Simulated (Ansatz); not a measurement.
C₃H₆, singlet: a single point at a displaced guess of a reacting structure.

in.yaml

```yaml
crystal:
  periodic: [false, false, false]
  atoms:
    - {symbol: H, position_ang: [-0.527100, 0.511600, -0.925900]}
    - {symbol: C, position_ang: [0.487300, 0.371400, -1.011200]}
    - {symbol: C, position_ang: [-0.330700, -0.553200, -0.642400]}
    - {symbol: C, position_ang: [-0.325300, -0.572700, 1.016200]}
    - {symbol: H, position_ang: [1.226800, 1.433400, -0.354300]}
    - {symbol: H, position_ang: [0.718100, 0.414500, -2.322100]}
    - {symbol: H, position_ang: [0.239400, 0.238000, 1.599000]}
    - {symbol: H, position_ang: [-1.647700, -0.637800, 1.400400]}
    - {symbol: H, position_ang: [0.157100, -1.504200, 1.551800]}
basis:
  gaussian: {orbitals: def2-TZVPP}
correlation: {method: ccsd_t}
output: {forces: true}
```

An equivalent command:

```bash
ansatz run in.yaml --threads 4 --pin off --events-out ev --progress --plain
```

Output of Ansatz 0.2.0:

```
Functional definition: HF
  name "HF"
  cite "Fock, Z. Phys. 61, 126 (1930) doi:10.1007/BF01340294"
  parent pbe
  exchange = exact_x
  correlation = 0
1033 factors; integrals over basis functions are off by at most 1.0e-3 eV
mean field evaluation 1: about -3176.1546 eV, gradient 2.8e1 eV
mean field evaluation 2: about -3176.1573 eV, gradient 2.8e1 eV
mean field evaluation 4: about -3178.7008 eV, gradient 3.6e0 eV
mean field evaluation 8: about -3178.7651 eV, gradient 6.0e-4 eV
mean field evaluation 16: about -3178.7640 eV, gradient 2.9e-1 eV
mean field -3178.76514920 eV, -116.8174645886 hartree, gradient 3.6e-6 eV, S^2 0.000000; 0 other end points of the search recorded, 0 dependent functions left out
3 core orbitals not correlated: weight in the atoms' cores, before any rotation towards them, 1.000 or more for the frozen orbitals, at most 0.000 for the correlated occupied ones
reference -3178.76514920 eV, -116.8174645886 hartree; 9, 9 occupied and 165, 165 virtual orbitals, 1033 factors
second order -14.22824694 eV of doubles, -0.00000000 eV of singles
cycle   1  -14.70018441 eV  change   -4.7e-1 eV  update   9.3e-2
cycle   2  -15.14702826 eV  change   -4.5e-1 eV  update   3.1e-2
cycle   3  -15.24955158 eV  change   -1.0e-1 eV  update   1.6e-2
cycle   4  -15.24670446 eV  change    2.8e-3 eV  update   4.1e-3
cycle   5  -15.24655149 eV  change    1.5e-4 eV  update   2.2e-3
cycle   6  -15.24701537 eV  change   -4.6e-4 eV  update   9.0e-4
cycle   7  -15.24655822 eV  change    4.6e-4 eV  update   4.0e-4
cycle   8  -15.24655996 eV  change   -1.7e-6 eV  update   1.6e-4
cycle   9  -15.24660520 eV  change   -4.5e-5 eV  update   7.0e-5
cycle  10  -15.24655938 eV  change    4.6e-5 eV  update   3.6e-5
cycle  11  -15.24658987 eV  change   -3.0e-5 eV  update   1.7e-5
cycle  12  -15.24659118 eV  change   -1.3e-6 eV  update   6.5e-6
cycle  13  -15.24659619 eV  change   -5.0e-6 eV  update   2.5e-6
perturbative correction -0.71280331 eV, -0.0261950386 hartree
the calculation of the forces begins
Total energy: -3194.72454871 eV, -117.4039617028 hartree
Atom 0 at    -0.527100     0.511600    -0.925900 Å, force    -6.531276     4.520281    -0.722064 eV/Å
Atom 1 at     0.487300     0.371400    -1.011200 Å, force    10.889932     5.018941    -5.451657 eV/Å
Atom 2 at    -0.330700    -0.553200    -0.642400 Å, force    -0.780703    -6.852589     6.230967 eV/Å
Atom 3 at    -0.325300    -0.572700     1.016200 Å, force    -3.065890    -1.149275     1.553517 eV/Å
Atom 4 at     1.226800     1.433400    -0.354300 Å, force    -1.886758    -3.154035    -1.394165 eV/Å
Atom 5 at     0.718100     0.414500    -2.322100 Å, force    -0.703823     0.391857     3.909464 eV/Å
Atom 6 at     0.239400     0.238000     1.599000 Å, force    -1.040648    -0.306936    -1.286485 eV/Å
Atom 7 at    -1.647700    -0.637800     1.400400 Å, force     4.210522     0.376322    -0.976311 eV/Å
Atom 8 at     0.157100    -1.504200     1.551800 Å, force    -1.091356     1.155433    -1.863265 eV/Å
Dipole moment:     0.188227     0.315294     0.069144 e Å
```

Hardware: 4 CPU threads, shared host. Wall time 85 s; peak host memory 3.4 GiB.
